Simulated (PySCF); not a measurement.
**PBE/cc-pVDZ run of C2Cl2O2 (SMILES O=C(Cl)C(=O)Cl)**

What is the energy change on altering one bond length of C2Cl2O2 at PBE/cc-pVDZ? Input form: a Python script.

Program for the calculation: PySCF 2.14.0.

2 further runs of the same task are left out: 2 set aside as unsound or not needed.

## Step 1: The structure to begin with

The species is C2Cl2O2 (6 atoms), meant as a singlet with charge 0. SMILES: `O=C(Cl)C(=O)Cl`. The coordinates come from a GFN2-xTB relaxation. This is one conformer, not always the lowest.

Bond lengths: O1–C2 1.184 Å, C2–Cl3 1.732 Å, C2–C4 1.532 Å, C4–O5 1.185 Å, C4–Cl6 1.732 Å. Angles: O1–C2–Cl3 123.6°, O1–C2–C4 125.9°, Cl3–C2–C4 110.5°, C2–C4–O5 125.9°, C2–C4–Cl6 110.5°, O5–C4–Cl6 123.6°.

## Step 2: A single-point energy at PBE/cc-pVDZ

File job.py:

```python
from pyscf import gto, dft

system = gto.Mole()
system.atom = '''
O   -0.670180   0.059580  -1.613040
C   -0.362030  -0.380690  -0.557540
Cl  -0.684020  -2.010680  -0.068200
C    0.363500   0.380170   0.556770
O    0.683120  -0.063730   1.607450
Cl   0.669620   2.015350   0.074560
'''
system.charge = 0
system.max_memory = 1860
system.verbose = 3
system.basis = 'cc-pvdz'
system.spin = 0
system.build()

ks = dft.RKS(system, xc='pbe')
ks.conv_tol = 1e-10
ks.grids.level = 5
ks.kernel()
if not ks.converged:
    ks = ks.newton().run(ks.mo_coeff, ks.mo_occ)

e_tot = ks.e_tot
print('E = %.10f Eh' % e_tot)
```

Run with:

```console
$ OMP_NUM_THREADS=1 python job.py
```

The log of the run:

```text
converged SCF energy = -1146.46817042277
E = -1146.4681704228 Eh
```

Wall time 45 s (1 thread of AMD EPYC (Zen 3), shared host); peak memory 0.48 GiB.

## Step 3: The distorted shape at the same level

File calc.py:

```python
from pyscf import gto, dft

mol = gto.M(
    atom='''
O     -1.357046     0.238404    -3.345994
C     -0.774727    -0.593586    -1.351389
Cl    -1.383200    -3.673820    -0.426670
C      0.596326     0.844231     0.754352
O      1.290910    -0.120432     3.037640
Cl     1.174809     3.934274    -0.156893
''',
    verbose=3,
    basis='cc-pvdz',
    spin=0,
    max_memory=1860,
    unit='bohr',
)

mf = dft.RKS(mol, xc='pbe')
mf.conv_tol = 1e-10
mf.grids.level = 5
mf.kernel()
if not mf.converged:
    mf = mf.newton().run(mf.mo_coeff, mf.mo_occ)

e_tot = mf.e_tot
print('E(%s) = %.9f' % ('PBE', e_tot))
```

Run with:

```console
$ OMP_NUM_THREADS=1 python calc.py
```

The log of the run:

```text
converged SCF energy = -1146.44015750741
E(PBE) = -1146.440157507
```

Wall time 54 s (1 thread of AMD EPYC (Zen 3), shared host); peak memory 0.48 GiB.

## Step 4: What came out

Level: PBE/cc-pVDZ.

| quantity | value |
| --- | --- |
| first shape: total energy | -1146.46817 Eh |
| first shape: dipole moment | 0.01 D |
| first shape: HOMO energy | -7.12 eV |
| first shape: LUMO energy | -4.26 eV |
| first shape: HOMO–LUMO gap | 2.86 eV |
| distorted shape: total energy | -1146.44016 Eh |
| distorted shape: dipole moment | 0.70 D |
| distorted shape: HOMO energy | -7.00 eV |
| distorted shape: LUMO energy | -4.80 eV |
| distorted shape: HOMO–LUMO gap | 2.20 eV |
| energy change with the C4–O5 bond stretched from 1.185 to 1.362 Å | 0.762 eV |

With the C4–O5 bond stretched from 1.185 to 1.362 Å the energy rises by 0.76 eV (17.6 kcal/mol). The first shape isn't relaxed at this level, so the change isn't measured from a minimum. Mulliken charges (distorted shape) run from -0.18 on O5 to +0.07 on C4; they depend strongly on the basis.
